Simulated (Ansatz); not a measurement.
A calculation with Ansatz (development build ahead of 0.2.0).

```yaml
crystal:
  periodic: [false, false, false]
  atoms:
    - { symbol: Cl, position_ang: [0.0, 0.0, -0.8373] }
    - { symbol: F, position_ang: [0.0, 0.0, 0.8373] }
basis:
  gaussian: { orbitals: def2-SVP }
total_charge: 1
magnetization:
  initial_magnetization: 1
hamiltonian:
  xc: hf
correlation:
  method: mp2
  frozen_orbitals: { Cl: 5, F: 1 }
```

The input is written out in the form of the current development build from the run's settings. Correlation on restricted open-shell orbitals is semicanonical, with singles.

The run gave:

| Property | Result |
| --- | --- |
| Converged | yes |
| Reference energy | -558.14444 hartree |
| Correlation energy | -0.32052 hartree |
| Total energy | -558.46496 hartree |
| Spin squared of the determinant | 0.750 |
| Stability test | minimum among restricted orbitals |
| Occupied orbitals by symmetry in an Abelian subgroup (alpha; beta) | 7 A1 3 B1 3 B2; 7 A1 3 B1 2 B2 |

Messages of the program:
```
mean field -15187.88393434 eV, -558.1444398697 hartree, gradient 4.3e-6 eV, S^2 0.750000; 3 other ends of a descent, 0 dependent functions left out
```
